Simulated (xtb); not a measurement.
xtb input (GFN2-xTB):

```bash
xtb mol.xyz --gfn 2 --sp --chrg 0 --uhf 0
```
mol.xyz:
```
10

C     -0.00009993    -0.00095442     0.31517980
C     -0.01085219    -0.76561157    -0.93063144
C      0.01144086     0.77123367    -0.92597056
C     -0.00051703    -0.00493794     1.63067274
H     -0.92882004    -1.25538122    -1.23503907
H      0.89268877    -1.28180502    -1.23454154
H      0.92960062     1.26283615    -1.22682425
H     -0.89190819     1.28925995    -1.22732177
H     -0.01412041    -0.93212254     2.19130493
H      0.01272905     0.91883428     2.19691844
```

Output:

```
           -------------------------------------------------
          |                Calculation Setup                |
           -------------------------------------------------

           -------------------------------------------------
          |                 G F N 2 - x T B                 |
           -------------------------------------------------

        Reference                      10.1021/acs.jctc.8b01176
      * Hamiltonian:
        H0-scaling (s, p, d)           1.850000    2.230000    2.230000
        zeta-weighting                 0.500000
      * Dispersion:
        s8                             2.700000
        a1                             0.520000
        a2                             5.000000
        s9                             5.000000
      * Repulsion:
        kExp                           1.500000    1.000000
        rExp                           1.000000
      * Coulomb:
        alpha                          2.000000
        third order                    shell-resolved
        anisotropic                    true
        a3                             3.000000
        a5                             4.000000
        cn-shift                       1.200000
        cn-exp                         4.000000
        max-rad                        5.000000

          ...................................................
          :                      SETUP                      :
          :.................................................:
          :  # basis functions                  22          :
          :  # atomic orbitals                  22          :
          :  # shells                           14          :
          :  # electrons                        22          :
          :  max. iterations                   250          :
          :  Hamiltonian                  GFN2-xTB          :
          :  restarted?                      false          :
          :  GBSA solvation                  false          :
          :  PC potential                    false          :
          :  electronic temp.          300.0000000     K    :
          :  accuracy                    1.0000000          :
          :  -> integral cutoff          0.2500000E+02      :
          :  -> integral neglect         0.1000000E-07      :
          :  -> SCF convergence          0.1000000E-05 Eh   :
          :  -> wf. convergence          0.1000000E-03 e    :
          :  Broyden damping             0.4000000          :
          :  net charge                          0          :
          :  unpaired electrons                  0          :
          ...................................................

 iter      E             dE          RMSdq      gap      omega  full diag
   1    -11.7459735 -0.117460E+02  0.395E+00    5.56       0.0  T
   2    -11.7595879 -0.136145E-01  0.247E+00    5.50       1.0  T
   3    -11.7528080  0.677995E-02  0.130E+00    5.59       1.0  T
   4    -11.7621053 -0.929731E-02  0.371E-01    5.49       1.0  T
   5    -11.7626031 -0.497844E-03  0.577E-02    5.50       1.0  T
   6    -11.7626041 -0.961190E-06  0.316E-02    5.50       1.0  T
   7    -11.7626050 -0.899023E-06  0.197E-03    5.50      16.1  T
   8    -11.7626050 -0.602161E-08  0.989E-04    5.50      32.0  T
   9    -11.7626050 -0.189360E-08  0.156E-04    5.50     202.8  T

   *** convergence criteria satisfied after 9 iterations ***

         #    Occupation            Energy/Eh            Energy/eV
      -------------------------------------------------------------
         1        2.0000           -0.6407072             -17.4345
       ...           ...                  ...                  ...
         5        2.0000           -0.5167812             -14.0623
         6        2.0000           -0.4895805             -13.3222
         7        2.0000           -0.4869983             -13.2519
         8        2.0000           -0.4491756             -12.2227
         9        2.0000           -0.4207984             -11.4505
        10        2.0000           -0.4036791             -10.9847
        11        2.0000           -0.3982630             -10.8373 (HOMO)
        12                         -0.1961616              -5.3378 (LUMO)
        13                         -0.0485476              -1.3210
        14                          0.0945346               2.5724
        15                          0.1098136               2.9882
        16                          0.1731486               4.7116
       ...                                ...                  ...
        22                          0.7797023              21.2168
      -------------------------------------------------------------
                  HL-Gap            0.2021015 Eh            5.4995 eV
             Fermi-level           -0.2972123 Eh           -8.0876 eV

 SCC (total)                   0 d,  0 h,  0 min,  0.003 sec
 SCC setup                      ...        0 min,  0.000 sec (  2.384%)
 Dispersion                     ...        0 min,  0.000 sec (  1.250%)
 classical contributions        ...        0 min,  0.000 sec (  0.507%)
 integral evaluation            ...        0 min,  0.000 sec ( 14.713%)
 iterations                     ...        0 min,  0.001 sec ( 47.915%)
 molecular gradient             ...        0 min,  0.001 sec ( 30.202%)
 printout                       ...        0 min,  0.000 sec (  2.815%)

         :::::::::::::::::::::::::::::::::::::::::::::::::::::
         ::                     SUMMARY                     ::
         :::::::::::::::::::::::::::::::::::::::::::::::::::::
         :: total energy             -11.548022342086 Eh    ::
         :: gradient norm              0.020130728215 Eh/a0 ::
         :: HOMO-LUMO gap              5.499460594725 eV    ::
         ::.................................................::
         :: SCC energy               -11.762602541199 Eh    ::
         :: -> isotropic ES            0.002199375868 Eh    ::
         :: -> anisotropic ES          0.002522187150 Eh    ::
         :: -> anisotropic XC          0.009591928718 Eh    ::
         :: -> dispersion             -0.004218679304 Eh    ::
         :: repulsion energy           0.214580199112 Eh    ::
         :: add. restraining           0.000000000000 Eh    ::
         :: total charge              -0.000000000000 e     ::
         :::::::::::::::::::::::::::::::::::::::::::::::::::::

           -------------------------------------------------
          |                Property Printout                |
           -------------------------------------------------

    * Orbital Energies and Occupations

         #    Occupation            Energy/Eh            Energy/eV
      -------------------------------------------------------------
         1        2.0000           -0.6407072             -17.4345
         2        2.0000           -0.5994845             -16.3128
         3        2.0000           -0.5654420             -15.3865
         4        2.0000           -0.5330791             -14.5058
         5        2.0000           -0.5167812             -14.0623
         6        2.0000           -0.4895805             -13.3222
         7        2.0000           -0.4869983             -13.2519
         8        2.0000           -0.4491756             -12.2227
         9        2.0000           -0.4207984             -11.4505
        10        2.0000           -0.4036791             -10.9847
        11        2.0000           -0.3982630             -10.8373 (HOMO)
        12                         -0.1961616              -5.3378 (LUMO)
        13                         -0.0485476              -1.3210
        14                          0.0945346               2.5724
        15                          0.1098136               2.9882
Note: The following floating-point exceptions are signalling: IEEE_UNDERFLOW_FLAG IEEE_DENORMAL
normal termination of xtb
        16                          0.1731486               4.7116
        17                          0.2163846               5.8881
        18                          0.2487193               6.7680
        19                          0.2681775               7.2975
        20                          0.3359630               9.1420
        21                          0.3783946              10.2966
        22                          0.7797023              21.2168
      -------------------------------------------------------------
                  HL-Gap            0.2021015 Eh            5.4995 eV
             Fermi-level           -0.2972123 Eh           -8.0876 eV

     #   Z          covCN         q      C6AA      α(0)
     1   6 C        2.938     0.019    27.582     8.613
     2   6 C        3.803    -0.070    21.844     6.654
     3   6 C        3.803    -0.070    21.844     6.654
     4   6 C        2.832    -0.105    30.649     9.072
     5   1 H        0.925     0.037     2.489     2.467
     6   1 H        0.925     0.037     2.489     2.467
     7   1 H        0.925     0.037     2.489     2.467
     8   1 H        0.925     0.037     2.489     2.467
     9   1 H        0.925     0.039     2.456     2.451
    10   1 H        0.925     0.039     2.456     2.451

 Mol. C6AA /au·bohr⁶  :        872.534181
 Mol. C8AA /au·bohr⁸  :      19859.035369
 Mol. α(0) /au        :         45.763268

Wiberg/Mayer (AO) data.
largest (>0.10) Wiberg bond orders for each atom

 ---------------------------------------------------------------------------
     #   Z sym  total        # sym  WBO       # sym  WBO       # sym  WBO
 ---------------------------------------------------------------------------
     1   6 C    3.957 --     4 C    1.952     2 C    0.997     3 C    0.997
     2   6 C    3.939 --     1 C    0.997     5 H    0.969     6 H    0.969
                             3 C    0.957
     3   6 C    3.939 --     1 C    0.997     7 H    0.969     8 H    0.969
                             2 C    0.957
     4   6 C    3.987 --     1 C    1.952    10 H    0.968     9 H    0.968
     5   1 H    0.999 --     2 C    0.969
     6   1 H    0.999 --     2 C    0.969
     7   1 H    0.999 --     3 C    0.969
     8   1 H    0.999 --     3 C    0.969
     9   1 H    0.998 --     4 C    0.968
    10   1 H    0.998 --     4 C    0.968
 ---------------------------------------------------------------------------

Topologies differ in total number of bonds
Writing topology from bond orders to xtbtopo.mol

molecular dipole:
                 x           y           z       tot (Debye)
 q only:        0.000       0.000      -0.084
   full:        0.000       0.000      -0.146       0.370
molecular quadrupole (traceless):
                xx          xy          yy          xz          yz          zz
 q only:       -0.327       0.008       0.216      -0.000       0.000       0.111
  q+dip:       -0.524       0.006      -0.099      -0.000      -0.002       0.624
   full:        0.079      -0.001       0.035       0.000       0.000      -0.113

           -------------------------------------------------
          | TOTAL ENERGY              -11.548022342086 Eh   |
          | GRADIENT NORM               0.020130728215 Eh/α |
          | HOMO-LUMO GAP               5.499460594725 eV   |
           -------------------------------------------------

------------------------------------------------------------------------
------------------------------------------------------------------------
 total:
 SCF:
```
